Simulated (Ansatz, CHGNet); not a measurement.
## Rock-salt NbC: properties by level of theory

Reference values: lattice constant a 4.47 Å (measured, temperature not stated, not corrected to a static lattice; as tabulated in Zhang et al. (2018), doi:10.1088/1367-2630/aac7f0); elastic constant C11 620 GPa (measured, temperature not stated, no zero-point or thermal correction; as tabulated in Wu et al. (2005), arXiv:cond-mat/0412374); elastic constant C44 150 GPa (measured, temperature not stated, not corrected to a static lattice; as tabulated in Wu et al. (2005), arXiv:cond-mat/0412374).

```csv
level (code),equilibrium lattice constant a (Å),elastic constant C11 (GPa),elastic constant C44 (GPa),Voigt–Reuss–Hill shear modulus (GPa)
CHGNet 0.3.0,4.506,[?],[?],[?]
PBE (Ansatz),4.485,[?],169,203
PBE-D3(BJ) (Ansatz),4.450,712,[?],216
```

Task: Complete the blanks.

Result: 
- CHGNet 0.3.0, elastic constant C11 (GPa): 446
- CHGNet 0.3.0, elastic constant C44 (GPa): 72.7
- CHGNet 0.3.0, Voigt–Reuss–Hill shear modulus (GPa): 85.0
- PBE (Ansatz, a first-principles code), elastic constant C11 (GPa): 657
- PBE-D3(BJ) (Ansatz), elastic constant C44 (GPa): 174

Differences from the reference values (errors of the level alone only where the reference is corrected to a static lattice):

```tsv
level	lattice constant a (%)	elastic constant C11 (%)	elastic constant C44 (%)
CHGNet 0.3.0	+0.81	-28	-52
PBE	+0.34	+6.0	+12.7
PBE-D3(BJ)	-0.45	+14.8	+16.0
```

Nearest: lattice constant a, not ranked (reference at room or unstated temperature); elastic constant C11, not ranked (reference at room or unstated temperature); elastic constant C44, not ranked (reference at room or unstated temperature).

Machine-learned potentials (CHGNet 0.3.0) are trained on DFT data: a solid inside that data is no test of them.

Caveats: the dispersion coefficients are held fixed in the derivatives (PBE-D3(BJ)). Ansatz's density-functional and Hartree–Fock values are scalar-relativistic unless marked +SOC, with PAW data made under PBE.

Differences are worked out from the printed values.

Static lattice: no zero-point or thermal effects.
